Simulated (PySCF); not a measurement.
# C4H7F: the cost of one run

The runs use PySCF 2.14.0, with density-fitted response routines of our own; the level of theory stands in each step. All values are computed, except where a source is named. Atoms are numbered from 0 throughout.

**1. The molecule as given**

12 atoms, charge 0, multiplicity 1; geometry from: GFN2-xTB. The atoms were then displaced at random by about 0.01 Å, so the start is not that level's minimum.

Bonds of the start (Å): C0–C1 1.33, C1–C2 1.51, C2–C3 1.48, C2–F4 1.38, C0–H5 1.06, C0–H6 1.09, C1–H7 1.08, C2–H8 1.10, C3–H9 1.09, C3–H10 1.13, C3–H11 1.08.

**2. Optimising the geometry at PBE0-D3(BJ)/def2-SVP**

Job settings and geometry (Å):

```
{"job": {"xc": "PBE0", "basis": "def2-SVP", "d3": "d3bj", "grid": 1, "shake": 0.01, "kind": "geom"}, "charge": 0, "multiplicity": 1}
C      1.942440     0.371670    -0.072760
C      0.868270    -0.380110    -0.288420
C     -0.401920    -0.355320     0.526540
C     -1.547420     0.123710    -0.284970
F     -0.237070     0.475570     1.616870
H      2.793010     0.352900    -0.704080
H      1.953550     1.101900     0.735720
H      0.862470    -1.083170    -1.103690
H     -0.577880    -1.346590     0.973350
H     -1.762000    -0.563640    -1.096670
H     -2.474770     0.157700     0.357120
H     -1.378980     1.117120    -0.668030
```

Started as:

```sh
> OMP_NUM_THREADS=1 python probes_run.py task.json out
```

The driver reads the jobs from task.json and runs them one after another.

Q: Estimate the wall time and peak memory of this first job on 1 thread of Arm Neoverse N1, shared host.

About 35 s, with a peak of 0.43 GiB.
